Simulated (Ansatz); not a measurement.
Coupled-cluster diagnostics for the cluster Na₃H₃, Ansatz.

Geometry of the singlet (PBE0-D4/def2-TZVP):

Cartesian coordinates in Å:
```
Na 3.193 1.063 1.690
Na 0.020 2.345 0.783
Na 0.531 -0.519 0.007
H -1.045 0.851 -0.182
H -1.215 -2.217 -1.204
H -1.484 -1.523 -1.095
```

Correlated methods freeze 3 core orbitals; core or outer-core shells of Na are correlated, in sets that lack core-valence functions. In the singlet, H5 and H6 lie 0.75 Å apart (atoms count from 1), so H2 has formed as a molecule. Another isomer (singlet) lies 0.64 eV lower at PBE0-D4/def2-TZVP; other spin states weren't run for this one.

Estimate the CCSD(T) correlation energy, the shares of MP2 and (T), T1 and the reference's ⟨S²⟩ for: charge 0, singlet, own geometry in def2-TZVPP; and the rough time on 4 threads of Arm Neoverse V2 on a shared host.


```json
{"state": "charge 0, singlet, own geometry", "basis": "def2-TZVPP", "correlation (eV)": "-16.906", "MP2 share (%)": "92.5", "(T) share (%)": "1.4", "T1": "0.009", "⟨S²⟩ (pure)": "0.00 (0.00)", "wall time": "17 s", "remarks": "restricted SCF unstable"}
```
Customary marks for T1 are 0.02 (closed shells), 0.045 (open shells) and about 0.05 (3d metals). T1 stays under 0.02 throughout.
